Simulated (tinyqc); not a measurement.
Worked calculation: UKS/PBE0 in the sto-6g basis, for H2O, spin multiplicity 3. One step of it, computed by the program tinyqc.

Task: Iteration 8 (converged): orbitals. Diagonalise F' = X^T F X, C = X C', fill 6 alpha and 4 beta electrons from the bottom; D(s) = C_occ C_occ^T. Each column has its largest component positive (the first on a tie).

converged F(alpha) (hartree), order 1O 1s, 1O 2s, 1O 2px, 1O 2py, 1O 2pz, 2H 1s, 3H 1s:
$$\begin{pmatrix}
-19.303412 & -4.714927 & 0.000000 & 0.000000 & -0.009630 & -0.822955 & -0.822955 \\
-4.714927 & -2.102066 & 0.000000 & 0.000000 & -0.095967 & -0.668469 & -0.668469 \\
0.000000 & 0.000000 & -0.367582 & 0.000000 & 0.000000 & 0.000000 & 0.000000 \\
0.000000 & 0.000000 & 0.000000 & -0.306416 & 0.000000 & -0.234096 & 0.234096 \\
-0.009630 & -0.095967 & 0.000000 & 0.000000 & -0.351111 & -0.238255 & -0.238255 \\
-0.822955 & -0.668469 & 0.000000 & -0.234096 & -0.238255 & -0.376044 & -0.267025 \\
-0.822955 & -0.668469 & 0.000000 & 0.234096 & -0.238255 & -0.267025 & -0.376044
\end{pmatrix}$$

converged F(beta) (hartree), order 1O 1s, 1O 2s, 1O 2px, 1O 2py, 1O 2pz, 2H 1s, 3H 1s:
$$\begin{pmatrix}
-19.267599 & -4.688634 & 0.000000 & 0.000000 & -0.005563 & -0.818252 & -0.818252 \\
-4.688634 & -1.971571 & 0.000000 & 0.000000 & -0.052644 & -0.638582 & -0.638582 \\
0.000000 & 0.000000 & -0.021944 & 0.000000 & 0.000000 & 0.000000 & 0.000000 \\
0.000000 & 0.000000 & 0.000000 & -0.269344 & 0.000000 & -0.222533 & 0.222533 \\
-0.005563 & -0.052644 & 0.000000 & 0.000000 & -0.231502 & -0.233002 & -0.233002 \\
-0.818252 & -0.638582 & 0.000000 & -0.222533 & -0.233002 & -0.275635 & -0.239764 \\
-0.818252 & -0.638582 & 0.000000 & 0.222533 & -0.233002 & -0.239764 & -0.275635
\end{pmatrix}$$

X, order 1O 1s, 1O 2s, 1O 2px, 1O 2py, 1O 2pz, 2H 1s, 3H 1s:
$$\begin{pmatrix}
-0.327297 & 0.000000 & 0.735728 & 0.000000 & 0.624473 & 0.000000 & 0.158034 \\
1.029102 & 0.000000 & -0.326460 & 0.000000 & 0.342534 & 0.000000 & 0.418806 \\
0.000000 & 0.000000 & 0.000000 & 1.000000 & 0.000000 & 0.000000 & 0.000000 \\
0.000000 & 0.811193 & 0.000000 & 0.000000 & 0.000000 & 0.725903 & 0.000000 \\
0.545854 & 0.000000 & 0.658570 & 0.000000 & -0.597345 & 0.000000 & 0.227758 \\
-0.649875 & -0.796338 & -0.167170 & 0.000000 & -0.136911 & 0.369722 & 0.387454 \\
-0.649875 & 0.796338 & -0.167170 & 0.000000 & -0.136911 & -0.369722 & 0.387454
\end{pmatrix}$$

Give: F' = X^T F X; orbital energies; coefficients C; F' = X^T F X; orbital energies; coefficients C; D(alpha) after iteration 8; D(beta) after iteration 8.

Result:

F' = X^T F X (alpha) (hartree):
$$\begin{pmatrix}
-0.4439 & 0.0000 & 1.8559 & 0.0000 & 1.6697 & 0.0000 & 0.3859 \\
0.0000 & 0.2650 & 0.0000 & 0.0000 & 0.0000 & 0.0140 & 0.0000 \\
1.8559 & 0.0000 & -8.2004 & 0.0000 & -8.4424 & 0.0000 & -3.4243 \\
0.0000 & 0.0000 & 0.0000 & -0.3676 & 0.0000 & 0.0000 & 0.0000 \\
1.6697 & 0.0000 & -8.4424 & 0.0000 & -9.5654 & 0.0000 & -3.9011 \\
0.0000 & 0.0140 & 0.0000 & 0.0000 & 0.0000 & -0.4426 & 0.0000 \\
0.3859 & 0.0000 & -3.4243 & 0.0000 & -3.9011 & 0.0000 & -2.4248
\end{pmatrix}$$

orbital energies (alpha) (hartree): MO1 -19.3075, MO2 -1.0333, MO3 -0.4429, MO4 -0.3989, MO5 -0.3676, MO6 0.1053, MO7 0.2653

coefficients C (alpha), order 1O 1s, 1O 2s, 1O 2px, 1O 2py, 1O 2pz, 2H 1s, 3H 1s:
$$\begin{pmatrix}
0.9961 & -0.2355 & 0.0000 & 0.0810 & 0.0000 & 0.0953 & 0.0000 \\
0.0176 & 0.9272 & 0.0000 & -0.4280 & 0.0000 & -0.6443 & 0.0000 \\
0.0000 & 0.0000 & 0.0000 & 0.0000 & 1.0000 & 0.0000 & 0.0000 \\
0.0000 & 0.0000 & 0.7097 & 0.0000 & 0.0000 & 0.0000 & 0.8254 \\
0.0023 & 0.1249 & 0.0000 & 0.7867 & 0.0000 & -0.7113 & 0.0000 \\
-0.0037 & 0.0963 & 0.3854 & 0.2719 & 0.0000 & 0.7321 & -0.7889 \\
-0.0037 & 0.0963 & -0.3854 & 0.2719 & 0.0000 & 0.7321 & 0.7889
\end{pmatrix}$$

F' = X^T F X (beta) (hartree):
$$\begin{pmatrix}
-0.2123 & 0.0000 & 1.9122 & 0.0000 & 1.6679 & 0.0000 & 0.4177 \\
0.0000 & 0.3523 & 0.0000 & 0.0000 & 0.0000 & -0.0137 & 0.0000 \\
1.9122 & 0.0000 & -8.1335 & 0.0000 & -8.4649 & 0.0000 & -3.4270 \\
0.0000 & 0.0000 & 0.0000 & -0.0219 & 0.0000 & 0.0000 & 0.0000 \\
1.6679 & 0.0000 & -8.4649 & 0.0000 & -9.5037 & 0.0000 & -3.9038 \\
0.0000 & -0.0137 & 0.0000 & 0.0000 & 0.0000 & -0.3906 & 0.0000 \\
0.4177 & 0.0000 & -3.4270 & 0.0000 & -3.9038 & 0.0000 & -2.3220
\end{pmatrix}$$

orbital energies (beta) (hartree): MO1 -19.2711, MO2 -0.9093, MO3 -0.3909, MO4 -0.3215, MO5 -0.0219, MO6 0.3305, MO7 0.3525

coefficients C (beta), order 1O 1s, 1O 2s, 1O 2px, 1O 2py, 1O 2pz, 2H 1s, 3H 1s:
$$\begin{pmatrix}
0.9964 & -0.2311 & 0.0000 & 0.0789 & 0.0000 & -0.1042 & 0.0000 \\
0.0161 & 0.9029 & 0.0000 & -0.4269 & 0.0000 & 0.6787 & 0.0000 \\
0.0000 & 0.0000 & 0.0000 & 0.0000 & 1.0000 & 0.0000 & 0.0000 \\
0.0000 & 0.0000 & 0.7407 & 0.0000 & 0.0000 & 0.0000 & -0.7977 \\
0.0019 & 0.0744 & 0.0000 & 0.7705 & 0.0000 & 0.7356 & 0.0000 \\
-0.0033 & 0.1266 & 0.3550 & 0.2921 & 0.0000 & -0.7196 & 0.8030 \\
-0.0033 & 0.1266 & -0.3550 & 0.2921 & 0.0000 & -0.7196 & -0.8030
\end{pmatrix}$$

D(alpha) after iteration 8, order 1O 1s, 1O 2s, 1O 2px, 1O 2py, 1O 2pz, 2H 1s, 3H 1s:
$$\begin{pmatrix}
1.0634 & -0.2969 & 0.0000 & 0.0000 & -0.0312 & 0.0654 & 0.0654 \\
-0.2969 & 1.4584 & 0.0000 & 0.0000 & 0.2375 & -0.4988 & -0.4988 \\
0.0000 & 0.0000 & 1.0000 & 0.0000 & 0.0000 & 0.0000 & 0.0000 \\
0.0000 & 0.0000 & 0.0000 & 0.5037 & 0.0000 & 0.2735 & -0.2735 \\
-0.0312 & 0.2375 & 0.0000 & 0.0000 & 1.1404 & -0.2948 & -0.2948 \\
0.0654 & -0.4988 & 0.0000 & 0.2735 & -0.2948 & 0.7677 & 0.4706 \\
0.0654 & -0.4988 & 0.0000 & -0.2735 & -0.2948 & 0.4706 & 0.7677
\end{pmatrix}$$

D(beta) after iteration 8, order 1O 1s, 1O 2s, 1O 2px, 1O 2py, 1O 2pz, 2H 1s, 3H 1s:
$$\begin{pmatrix}
1.0525 & -0.2262 & 0.0000 & 0.0000 & 0.0455 & -0.0095 & -0.0095 \\
-0.2262 & 0.9977 & 0.0000 & 0.0000 & -0.2617 & -0.0105 & -0.0105 \\
0.0000 & 0.0000 & 0.0000 & 0.0000 & 0.0000 & 0.0000 & 0.0000 \\
0.0000 & 0.0000 & 0.0000 & 0.5487 & 0.0000 & 0.2630 & -0.2630 \\
0.0455 & -0.2617 & 0.0000 & 0.0000 & 0.5992 & 0.2345 & 0.2345 \\
-0.0095 & -0.0105 & 0.0000 & 0.2630 & 0.2345 & 0.2274 & -0.0246 \\
-0.0095 & -0.0105 & 0.0000 & -0.2630 & 0.2345 & -0.0246 & 0.2274
\end{pmatrix}$$
